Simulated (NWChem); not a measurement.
The numbers come from NWChem runs, not from measurements. System: FLi, charge 0, spin multiplicity 1, at a geometry optimised with B3LYP/def2-SVP. The structure started from a generated list of species. Level: B3LYP/cc-pVDZ, VWN1-RPA local correlation.

Job file:

```
start mol
memory heap 200 mb stack 900 mb global 1100 mb
geometry units angstroms nocenter noautoz
  Li     0.000000     0.000000    -1.146724
  F      0.000000     0.000000     0.382241
  symmetry group C2v
end
basis spherical
  * library cc-pvdz
end
dft
  xc b3lyp
  semidirect memsize 60000000 filesize 0
  iterations 100
end
task dft energy
```

NWChem printed:

```
             Northwest Computational Chemistry Package (NWChem) 7.3.0
             --------------------------------------------------------

                                NWChem Input Module
                                -------------------

 Scaling coordinates for geometry "geometry" by  1.889725989
 (inverse scale =  0.529177249)

 Turning off AUTOSYM since
 SYMMETRY directive was detected!

                             Geometry "geometry" -> ""
                             -------------------------

 Output coordinates in angstroms (scale by  1.889725989 to convert to a.u.)

  No.       Tag          Charge          X              Y              Z
 ---- ---------------- ---------- -------------- -------------- --------------
    1 Li                   3.0000     0.00000000     0.00000000    -1.14672400
    2 F                    9.0000     0.00000000     0.00000000     0.38224100

 Effective nuclear repulsion energy (a.u.)       9.3447434853

            Nuclear Dipole moment (a.u.)
            ----------------------------
        X                 Y               Z
 ---------------- ---------------- ----------------
     0.0000000000     0.0000000000    -0.0000056692

      Symmetry information
      --------------------

 Group name             C2v
 Group number             16
 Group order               4
 No. of unique centers     2

      Symmetry unique atoms

     1    2


 Summary of "ao basis" -> "" (spherical)
 ------------------------------------------------------------------------------
       Tag                 Description            Shells   Functions and Types
 ---------------- ------------------------------  ------  ---------------------
 *                          cc-pvdz                   on all atoms

                                 NWChem DFT Module
                                 -----------------

 Summary of "ao basis" -> "ao basis" (spherical)
 ------------------------------------------------------------------------------
       Tag                 Description            Shells   Functions and Types
 ---------------- ------------------------------  ------  ---------------------
 Li                         cc-pvdz                  6       14   3s2p1d
 F                          cc-pvdz                  6       14   3s2p1d

 Summary of "ao basis" -> "ao basis" (spherical)
 ------------------------------------------------------------------------------
       Tag                 Description            Shells   Functions and Types
 ---------------- ------------------------------  ------  ---------------------
 Li                         cc-pvdz                  6       14   3s2p1d
 F                          cc-pvdz                  6       14   3s2p1d

      Symmetry analysis of basis
      --------------------------

        a1         14
        a2          2
        b1          6
        b2          6

            General Information
            -------------------
          SCF calculation type: DFT
          Wavefunction type:  closed shell.
          No. of atoms     :     2
          No. of electrons :    12
           Alpha electrons :     6
            Beta electrons :     6
          Charge           :     0
          Spin multiplicity:     1
          Use of symmetry is: on ; symmetry adaption is: on
          Maximum number of iterations: 100
          AO basis - number of functions:    28
                     number of shells:    12
          Convergence on energy requested:  1.00D-06
          Convergence on density requested:  1.00D-05
          Convergence on gradient requested:  5.00D-04

              XC Information
              --------------
                         B3LYP Method XC Potential
                     Hartree-Fock (Exact) Exchange  0.200
                        Slater Exchange Functional  0.800 local
                    Becke 1988 Exchange Functional  0.720 non-local
              Lee-Yang-Parr Correlation Functional  0.810
                  VWN I RPA Correlation Functional  0.190 local

             Grid Information
             ----------------
          Grid used for XC integration:  medium
          Radial quadrature: Mura-Knowles
          Angular quadrature: Lebedev.
          Tag              B.-S. Rad. Rad. Pts. Rad. Cut. Ang. Pts.
          ---              ---------- --------- --------- ---------
          Li                  1.45       49          11.0       434
          F                   0.50       49           7.0       434
          Grid pruning is: on
          Number of quadrature shells:    98
          Spatial weights used:  Erf1

          Convergence Information
          -----------------------
          Convergence aids based upon iterative change in
          total energy or number of iterations.
          Levelshifting, if invoked, occurs when the
          HOMO/LUMO gap drops below (HL_TOL):  1.00D-02
          DIIS, if invoked, will attempt to extrapolate
          using up to (NFOCK): 10 stored Fock matrices.

                    Damping( 0%)  Levelshifting(0.5)       DIIS
                  --------------- ------------------- ---------------
          dE  on:    start            ASAP                start
          dE off:    2 iters        100 iters           100 iters

      Screening Tolerance Information
      -------------------------------
          Density screening/tol_rho:  1.00D-10
          AO Gaussian exp screening on grid/accAOfunc:  14
          CD Gaussian exp screening on grid/accCDfunc:  20
          XC Gaussian exp screening on grid/accXCfunc:  20
          Schwarz screening/accCoul:  1.00D-08

      Superposition of Atomic Density Guess
      -------------------------------------

 Sum of atomic energies:        -106.81628602

      Non-variational initial energy
      ------------------------------

 Total energy =    -106.546902
 1-e energy   =    -166.984743
 2-e energy   =      51.093097
 HOMO         =      -0.659285
 LUMO         =      -0.056806

      Symmetry analysis of molecular orbitals - initial
      -------------------------------------------------

 !! scf_movecs_sym_adapt:   16 vectors were symmetry contaminated

  Symmetry fudging

 !! scf_movecs_sym_adapt:   16 vectors were symmetry contaminated

  Numbering of irreducible representations:

     1 a1          2 a2          3 b1          4 b2

  Orbital symmetries:

     1 a1          2 a1          3 a1          4 a1          5 b1
     6 b2          7 a1          8 b2          9 b1         10 a1
    11 a1         12 b1         13 b2         14 a1         15 a1
    16 a2

------------------------------------------------------------
EAF file 0: "./mol.aoints.0" size=524288 bytes
------------------------------------------------------------
               write      read    awrite     aread      wait
               -----      ----    ------     -----      ----
     calls:        1         0         0         0         0
   data(b): 5.24e+05  0.00e+00  0.00e+00  0.00e+00
   time(s): 0.00e+00  0.00e+00  0.00e+00  0.00e+00  0.00e+00
rate(mb/s): 0.00e+00  0.00e+00
------------------------------------------------------------

 !! scf_movecs_sym_adapt:    8 vectors were symmetry contaminated

  Symmetry fudging

 !! scf_movecs_sym_adapt:    2 vectors were symmetry contaminated

   convergence    iter        energy       DeltaE   RMS-Dens  Diis-err    time
 ---------------- ----- ----------------- --------- --------- ---------  ------
 d= 0,ls=0.0,diis     1   -107.3410914519 -1.17D+02  5.43D-02  7.75D-01     0.2

 !! scf_movecs_sym_adapt:    4 vectors were symmetry contaminated

  Symmetry fudging

 !! scf_movecs_sym_adapt:    2 vectors were symmetry contaminated

 d= 0,ls=0.0,diis     2   -106.8762285166  4.65D-01  3.56D-02  6.08D+00     0.2

 !! scf_movecs_sym_adapt:    4 vectors were symmetry contaminated

  Symmetry fudging
 d= 0,ls=0.0,diis     3   -107.4295624624 -5.53D-01  1.51D-03  1.13D-03     0.2

 !! scf_movecs_sym_adapt:    6 vectors were symmetry contaminated

  Symmetry fudging
 d= 0,ls=0.0,diis     4   -107.4296875182 -1.25D-04  3.78D-04  5.81D-04     0.2

 !! scf_movecs_sym_adapt:    4 vectors were symmetry contaminated

  Symmetry fudging

 !! scf_movecs_sym_adapt:    2 vectors were symmetry contaminated

 d= 0,ls=0.0,diis     5   -107.4297414692 -5.40D-05  1.24D-05  1.00D-07     0.2

 !! scf_movecs_sym_adapt:    6 vectors were symmetry contaminated

  Symmetry fudging

 !! scf_movecs_sym_adapt:    2 vectors were symmetry contaminated

 d= 0,ls=0.0,diis     6   -107.4297414827 -1.35D-08  1.73D-06  3.04D-09     0.2

         Total DFT energy =     -107.429741482744
      One electron energy =     -169.590069330924
           Coulomb energy =       65.268284131741
    Exchange-Corr. energy =      -12.452699768854
 Nuclear repulsion energy =        9.344743485294

 Numeric. integr. density =       11.999997549217

     Total iterative time =      0.1s

                  Occupations of the irreducible representations
                  ----------------------------------------------

                     irrep           alpha         beta
                     --------     --------     --------
                     a1                4.0          4.0
                     a2                0.0          0.0
                     b1                1.0          1.0
                     b2                1.0          1.0

                       DFT Final Molecular Orbital Analysis
                       ------------------------------------

 Vector    4  Occ=2.000000D+00  E=-2.858966D-01  Symmetry=a1
              MO Center= -1.1D-15, -1.1D-15,  4.0D-01, r^2= 5.8D-01
   Bfn.  Coefficient  Atom+Function         Bfn.  Coefficient  Atom+Function
  ----- ------------  ---------------      ----- ------------  ---------------
    20      0.641502  2 F  pz                23      0.480686  2 F  pz
     2     -0.120696  1 Li s                  6     -0.090127  1 Li pz
     1      0.085588  1 Li s                  9      0.084192  1 Li pz
     3      0.075641  1 Li s                 16      0.050123  2 F  s
    12      0.041953  1 Li d  0              17      0.041823  2 F  s

 Vector    5  Occ=2.000000D+00  E=-2.754153D-01  Symmetry=b2
              MO Center= -5.6D-32,  2.4D-16,  3.2D-01, r^2= 6.7D-01
   Bfn.  Coefficient  Atom+Function         Bfn.  Coefficient  Atom+Function
  ----- ------------  ---------------      ----- ------------  ---------------
    19      0.631803  2 F  py                22      0.428877  2 F  py
     5      0.183888  1 Li py                11      0.080434  1 Li d -1

 Vector    6  Occ=2.000000D+00  E=-2.754153D-01  Symmetry=b1
              MO Center=  5.2D-18, -4.0D-32,  3.2D-01, r^2= 6.7D-01
   Bfn.  Coefficient  Atom+Function         Bfn.  Coefficient  Atom+Function
  ----- ------------  ---------------      ----- ------------  ---------------
    18      0.631803  2 F  px                21      0.428877  2 F  px
     4      0.183888  1 Li px                13     -0.080434  1 Li d  1

 Vector    7  Occ=0.000000D+00  E=-5.097809D-02  Symmetry=a1
              MO Center=  6.3D-15,  5.9D-16, -2.2D+00, r^2= 5.2D+00
   Bfn.  Coefficient  Atom+Function         Bfn.  Coefficient  Atom+Function
  ----- ------------  ---------------      ----- ------------  ---------------
     3      0.685084  1 Li s                  6     -0.307430  1 Li pz
     2      0.260769  1 Li s                  9     -0.162848  1 Li pz
     1     -0.066767  1 Li s                 17     -0.051104  2 F  s
    20      0.035530  2 F  pz                23      0.028251  2 F  pz
    16     -0.028004  2 F  s

 Vector    8  Occ=0.000000D+00  E= 1.342313D-02  Symmetry=b2
              MO Center=  1.3D-31, -1.7D-16, -1.2D+00, r^2= 1.2D+01
   Bfn.  Coefficient  Atom+Function         Bfn.  Coefficient  Atom+Function
  ----- ------------  ---------------      ----- ------------  ---------------
     8      0.841816  1 Li py                 5      0.218721  1 Li py
    19     -0.131271  2 F  py                22     -0.101409  2 F  py
    11     -0.085339  1 Li d -1

 Vector    9  Occ=0.000000D+00  E= 1.342313D-02  Symmetry=b1
              MO Center= -5.8D-15,  4.5D-30, -1.2D+00, r^2= 1.2D+01
   Bfn.  Coefficient  Atom+Function         Bfn.  Coefficient  Atom+Function
  ----- ------------  ---------------      ----- ------------  ---------------
     7      0.841816  1 Li px                 4      0.218721  1 Li px
    18     -0.131271  2 F  px                21     -0.101409  2 F  px
    13      0.085339  1 Li d  1

 center of mass
 --------------
 x =   0.00000000 y =   0.00000000 z =  -0.05691088

 moments of inertia (a.u.)
 ------------------
          42.774560244777           0.000000000000           0.000000000000
           0.000000000000          42.774560244777           0.000000000000
           0.000000000000           0.000000000000           0.000000000000

     Multipole analysis of the density
     ---------------------------------

     L   x y z        total         alpha         beta         nuclear
     -   - - -        -----         -----         ----         -------
     0   0 0 0     -0.000000     -6.000000     -6.000000     12.000000

     1   1 0 0     -0.000000     -0.000000     -0.000000      0.000000
     1   0 1 0     -0.000000     -0.000000     -0.000000      0.000000
     1   0 0 1     -2.305400     -1.152697     -1.152697     -0.000006

     2   2 0 0     -5.724437     -2.862218     -2.862218      0.000000
     2   1 1 0     -0.000000     -0.000000     -0.000000      0.000000
     2   1 0 1     -0.000000     -0.000000     -0.000000      0.000000
     2   0 2 0     -5.724437     -2.862218     -2.862218      0.000000
     2   0 1 1     -0.000000     -0.000000     -0.000000      0.000000
     2   0 0 2     -0.886893     -9.835170     -9.835170     18.783446

 Task  times  cpu:        0.2s     wall:        0.2s

 Total times  cpu:        0.2s     wall:        0.2s
```
